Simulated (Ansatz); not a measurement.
Input for Ansatz (development build ahead of 0.2.0):

```yaml
crystal:
  periodic: [false, false, false]
  atoms:
    - { symbol: "N", position_ang: [0.0, 0.0, 0.0] }
    - { symbol: H, position_ang: [0.0, 0.0, 1.428] }
basis:
  gaussian: { orbitals: pcseg-2 }
magnetization:
  spin_polarized: true
hamiltonian:
  xc: hf
```

The input is written out in the form of the current development build from the run's settings.

The run gave:

```json
{
 "Converged": "yes",
 "Total energy": "-54.88506 hartree",
 "Spin squared of the determinant": "1.031",
 "Stability test": "minimum"
}
```

Caution: another spin multiplicity may lie lower; the unrestricted determinant is a mixture of spin states.
